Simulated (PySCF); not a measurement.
Some computed properties have been withheld. Give your best values.

Compound: PF₅.
Cartesian coordinates in Å at the PBE0-D3(BJ)/def2-SVP level; atoms count from 1:
```xyz
6
PF5 angstrom
P      0.0005    0.0003    0.0005
F     -0.0063   -0.0021    1.5940
F      0.0101    0.0039   -1.5928
F      1.5690    0.0065    0.0073
F     -0.7947    1.3520   -0.0021
F     -0.7786   -1.3607   -0.0070
```

| property | level | value |
| --- | --- | --- |
| point group | PBE0-D3(BJ)/def2-SVP | D3h |
| rotational constants A, B, C | PBE0-D3(BJ)/def2-SVP | ? |
| dipole moment | wB97X-D/def2-SVPD | ? |
| HOMO energy | wB97X-D/def2-SVPD | ? |
| LUMO energy | wB97X-D/def2-SVPD | 1.17 eV |
| lowest singlet excitation | TDDFT wB97X-D/def2-SVPD | 10.25 eV (121 nm, f = 0.000) |
| strongest line among the 10 lowest singlet transitions | TDDFT wB97X-D/def2-SVPD | S5 at 11.45 eV (108 nm, f = 0.145) |
| lowest triplet excitation (Tamm–Dancoff) | TDA wB97X-D/def2-SVPD | ? |
| static isotropic polarisability | wB97X-D/def2-SVPD | ? |
| vertical ionisation energy | ΔSCF wB97X-D/def2-SVPD | 15.25 eV |
| electronic spatial extent ⟨r²⟩ about the centre of nuclear charge | wB97X-D/def2-SVPD | 486 bohr² |
| isotropic shieldings of nuclei other than C and H, by class | GIAO PBE0/pcSseg-1 | ? |

The electronic properties come from PySCF, for the isolated species, density fitting. NMR classes are plain means over equivalent atoms (diastereotopic ones count apart unless rotation or inversion swaps them), as if these changed places fast; in this geometry the members of some classes differ.

(1) Give the dipole moment.

(2) The lowest triplet excitation (Tamm–Dancoff)?

(3) Give the rotational constants A, B, C.

(4) What is the HOMO energy?

(5) Give the static isotropic polarisability.

(6) What are the isotropic shieldings of nuclei other than C and H, by class?

Answers

(1) 0.00 D by symmetry (numerical residue 0.01 D).

(2) 9.81 eV.

(3) 3.605, 3.038, 3.030 GHz.

(4) -14.38 eV.

(5) 26.5 au.

(6) 230 (F2/F3/F4/F5/F6), 369 (P1) ppm.

The rotational constants are those of a prolate symmetric top; the small spread among constants that symmetry makes equal is optimisation noise. The principal polarisabilities are 26.1, 26.2 and 27.1 au; their mean is the isotropic value. The vertical singlet–triplet gap S1 − T1 is 0.44 eV (TDDFT singlet less Tamm–Dancoff triplet). The ΔSCF ionisation energy exceeds −ε(HOMO) by 0.87 eV with wB97X-D. Point group D3h forbids a permanent dipole, so the rigid molecule has no electric-dipole pure rotational spectrum. No computed singlet falls in the visible range (750 to 380 nm, 1.65 to 3.26 eV); S1 lies 6.99 eV above its blue end.

For the TDDFT job (wB97X-D/def2-SVPD), hardware: one thread, Arm Neoverse V2, on a shared host. Cost: 53 s wall.
